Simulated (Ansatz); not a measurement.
**Cost against result**

The pair of H3O⁺ (SMILES [OH3+], atoms 1–4) and Cl2 (SMILES ClCl, atoms 5–6), both closed shells, in one local arrangement (a lower one may exist), relaxed at PBE0-D4/def2-TZVP:

```tsv
atom	x (Å)	y (Å)	z (Å)
O1	0.2398	-0.1186	-1.0216
H2	-0.1378	0.1879	-0.1025
H3	0.8074	0.5445	-1.4524
H4	-0.4387	-0.4638	-1.6282
Cl5	-0.7334	0.6260	1.6072
Cl6	0.2627	-0.7762	2.5975
```

Interaction energies are counterpoise-corrected; the time is that of the whole pair.

Computed with Ansatz 0.2.0 (basis: as named in each row); correlated methods freeze the cores. B3LYP uses VWN-RPA correlation. Extrapolation: Hartree–Fock as exp(−7.88 √X), correlation as X^−2.97.

Times are rough, for one single point on 2 threads of a shared host (Arm Neoverse V1).

The estimate by CCSD(T) at an estimated basis limit (MP2 extrapolated from triple and quadruple zeta, plus CCSD(T) − MP2 in triple zeta) is -0.621 eV.

```json
{"method": "HF", "basis": "STO-3G", "time (s)": "under 1", "interaction energy (eV)": "-0.286", "method less estimate": "0.335"}
{"method": "PBE-D4", "basis": "STO-3G", "time (s)": "under 1", "interaction energy (eV)": "-0.703", "method less estimate": "-0.082"}
{"method": "SPW92", "basis": "def2-SVP", "time (s)": "under 1", "interaction energy (eV)": "-0.836", "method less estimate": "-0.215"}
{"method": "PBE-D4", "basis": "def2-SVP", "time (s)": "under 1", "interaction energy (eV)": "-0.702", "method less estimate": "-0.081"}
{"method": "B3LYP-D4", "basis": "6-31G", "time (s)": "under 1", "interaction energy (eV)": "-0.413", "method less estimate": "0.208"}
{"method": "PBE0-D4", "basis": "def2-SVP", "time (s)": "under 1", "interaction energy (eV)": "-0.628", "method less estimate": "-0.007"}
{"method": "CCSD(T)", "basis": "def2-SVP", "time (s)": "1", "interaction energy (eV)": "-0.464", "method less estimate": "0.157"}
{"method": "revPBE-D4", "basis": "def2-TZVPPD", "time (s)": "2", "interaction energy (eV)": "-0.722", "method less estimate": "-0.101"}
{"method": "BLYP-D4", "basis": "def2-TZVPPD", "time (s)": "2", "interaction energy (eV)": "-0.716", "method less estimate": "-0.095"}
{"method": "PBE-D4", "basis": "def2-TZVPPD", "time (s)": "2", "interaction energy (eV)": "-0.754", "method less estimate": "-0.133"}
{"method": "PBE0-D4", "basis": "def2-TZVPPD", "time (s)": "3", "interaction energy (eV)": "-0.699", "method less estimate": "-0.078"}
{"method": "B3LYP-D4", "basis": "def2-TZVPPD", "time (s)": "3", "interaction energy (eV)": "-0.684", "method less estimate": "-0.063"}
{"method": "wB97M-V", "basis": "def2-SVP", "time (s)": "4", "interaction energy (eV)": "-0.588", "method less estimate": "0.033"}
{"method": "HSE06-D4", "basis": "def2-TZVPPD", "time (s)": "4", "interaction energy (eV)": "-0.700", "method less estimate": "-0.079"}
{"method": "r2SCAN-D4", "basis": "def2-TZVPPD", "time (s)": "4", "interaction energy (eV)": "-0.703", "method less estimate": "-0.082"}
{"method": "B2PLYP", "basis": "def2-TZVPPD", "time (s)": "6", "interaction energy (eV)": "-0.616", "method less estimate": "0.005"}
{"method": "wB97X-V", "basis": "def2-TZVPPD", "time (s)": "8", "interaction energy (eV)": "-0.631", "method less estimate": "-0.010"}
{"method": "B97M-V", "basis": "def2-TZVPPD", "time (s)": "8", "interaction energy (eV)": "-0.648", "method less estimate": "-0.027"}
{"method": "wB97M-V", "basis": "def2-TZVPPD", "time (s)": "8", "interaction energy (eV)": "-0.630", "method less estimate": "-0.009"}
{"method": "MP2", "basis": "def2-QZVPPD", "time (s)": "13", "interaction energy (eV)": "-0.622", "method less estimate": "-0.001"}
{"method": "CCSD(T)", "basis": "def2-TZVPPD", "time (s)": "51", "interaction energy (eV)": "-0.582", "method less estimate": "0.039"}
```

The T1 diagnostic stays at or below 0.009.
